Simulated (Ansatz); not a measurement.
**CH₂Cl− (SMILES [CH2-]Cl): functionals against CCSD(T) at one geometry**

The task here is to estimate one member of a computed series from the others.

Method: single points in def2-TZVPPD; program: Ansatz 0.2.0, Gaussian basis.

Correlated methods freeze the cores.

## The starting structure

SMILES `[CH2-]Cl`, 4 atoms, charge -1, spin multiplicity 1.

Atoms are counted from 1 here; the program's logs count them from 0.

Bond lengths: C1–Cl2 1.968 Å, C1–H3 0.961 Å, C1–H4 1.196 Å. Angles: Cl2–C1–H3 92.2°, Cl2–C1–H4 98.2°, H3–C1–H4 98.6°.

Coordinates:

```
C     0.3216   -0.3209    0.1339
Cl   -0.4461    1.3984    0.7058
H    -0.5472   -0.6916   -0.0425
H     0.6152   -0.0136   -0.9842
```

Set-up of the first run:

Input file run/in.yaml:

```yaml
crystal:
  periodic: [false, false, false]
  atoms:
    - {symbol: C, position_ang: [0.321600, -0.320900, 0.133900]}
    - {symbol: Cl, position_ang: [-0.446100, 1.398400, 0.705800]}
    - {symbol: H, position_ang: [-0.547200, -0.691600, -0.042500]}
    - {symbol: H, position_ang: [0.615200, -0.013600, -0.984200]}
basis:
  gaussian: {orbitals: "def2-TZVPPD.json"}
total_charge: -1
correlation: {method: ccsd_t}
output: {forces: true}
```

The basis file named in the input lies beside it (Basis Set Exchange, JSON).

The command line of these runs was not kept.

Among the steps run: CCSD(T)/def2-TZVPPD; PBE0-D4/def2-TZVPPD; wB97M-V/def2-TZVPPD; r2SCAN-D4/def2-TZVPPD; PBE-D4/def2-TZVPPD; BHLYP-D4/def2-TZVPPD; wB97X-V/def2-TZVPPD.

One of the session's tables, all rows but one given; the rest of the session is left out.

```
   method  RMS force component (eV/Å)  angle to CCSD(T) forces (°)
  CCSD(T)                       2.875                    reference
  PBE0-D4                       2.895                          2.1
  wB97M-V                       2.820                          1.5
r2SCAN-D4                       2.863                          0.5
   PBE-D4                           ?                            ?
 BHLYP-D4                       2.755                          4.1
  wB97X-V                       2.899                          1.7
```

Q: Estimate the row for PBE-D4 from the others.

The run gave: RMS force component (eV/Å): 2.934; angle to CCSD(T) forces (°): 2.4. In the column «RMS force component (eV/Å)» it is the highest.

Caveats from the session: The anion's highest level is positive in at least one run, so there the basis alone may hold the extra electron.
